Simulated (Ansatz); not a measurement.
Cost and result for the atomization energy of C2H6FNS (`CSC(N)F`) (11 atoms, 10 bonds).

```xyz
11

C     1.070    0.556   -1.511
S     1.032   -0.600   -0.137
C    -0.448   -0.018    0.708
N    -0.742   -0.921    1.736
F    -1.495    0.121   -0.220
H     1.176    1.584   -1.158
H     0.176    0.462   -2.126
H     1.946    0.298   -2.105
H    -0.295    0.986    1.112
H    -1.512   -0.613    2.313
H    -0.909   -1.855    1.388
```

The species carries charge 0 and has multiplicity 1. The geometry is a stationary point of PBE0-D4/def2-TZVP. It is one conformer, not always the lowest. Program: Ansatz. All runs use 4 threads of an Intel Xeon Platinum 8488C on a shared host. Times are those of one run each, without the atoms' runs, and a repeat can differ threefold. Electronic energies, without spin–orbit coupling; frozen cores. CCSD(T)/CBS adds CCSD(T) − MP2 in def2-TZVPP to the MP2 limit, and its time is that of the two runs behind it. T1 = 0.011. B3LYP takes the VWN-RPA correlation (the form of Gaussian; ORCA's B3LYP/G).

CCSD(T)/CBS is a level of theory with its own doubt, some kJ/mol a heavy atom from the limit and from the frozen cores, so smaller differences don't rank the functionals.

```json
{"level": "PBE-D4/def2-TZVPP (with forces)", "functions": "250", "wall time": "1.6 s", "atomization (kcal/mol)": "980.7", "difference from CCSD(T)/CBS": "29.2", "per bond": "2.9"}
{"level": "PBE0-D4/def2-TZVPP", "functions": "250", "wall time": "2 s", "atomization (kcal/mol)": "957.4", "difference from CCSD(T)/CBS": "5.9", "per bond": "0.6"}
{"level": "r2SCAN-D4/def2-TZVPP (with forces)", "functions": "250", "wall time": "2.7 s", "atomization (kcal/mol)": "953.5", "difference from CCSD(T)/CBS": "2.0", "per bond": "0.2"}
{"level": "B3LYP-D4/def2-TZVPP (with forces)", "functions": "250", "wall time": "3.2 s", "atomization (kcal/mol)": "952.7", "difference from CCSD(T)/CBS": "1.2", "per bond": "0.1"}
{"level": "B2PLYP/def2-TZVPP", "functions": "250", "wall time": "3.9 s", "atomization (kcal/mol)": "940.8", "difference from CCSD(T)/CBS": "-10.7", "per bond": "-1.1"}
{"level": "ωB97X-V/def2-TZVPP", "functions": "250", "wall time": "4.5 s", "atomization (kcal/mol)": "956.9", "difference from CCSD(T)/CBS": "5.4", "per bond": "0.5"}
{"level": "ωB97M-V/def2-TZVPP (with forces)", "functions": "250", "wall time": "6.5 s", "atomization (kcal/mol)": "957.9", "difference from CCSD(T)/CBS": "6.4", "per bond": "0.6"}
{"level": "MP2/def2-QZVPP", "functions": "478", "wall time": "17 s", "atomization (kcal/mol)": "956.2", "difference from CCSD(T)/CBS": "4.7", "per bond": "0.5"}
{"level": "CCSD(T)/def2-TZVPP", "functions": "250", "wall time": "81 s", "atomization (kcal/mol)": "923.0", "difference from CCSD(T)/CBS": "-28.5", "per bond": "-2.8"}
{"level": "CCSD(T)/CBS(def2)", "functions": "–", "wall time": "97 s", "atomization (kcal/mol)": "951.5", "difference from CCSD(T)/CBS": "0.0", "per bond": "0.0"}
```

The D4 term adds +7.9 kcal/mol with B3LYP and +4.1 kcal/mol with PBE0; it sums over pairs of atoms, weighted by their polarisabilities, and B3LYP, whose exchange is more repulsive, gets the larger term. From PBE to PBE0 (25 % exact exchange), in def2-TZVPP and without D4, the atomization energy moves by −22.5 kcal/mol: exact exchange takes away binding that semilocal exchange gives to molecules. In def2-TZVPP, CCSD(T) changes the Hartree–Fock value by +262.6 kcal/mol (the triples alone add +16.3 kcal/mol) and MP2 by +279.1 kcal/mol; breaking electron pairs costs correlation energy, which Hartree–Fock lacks.
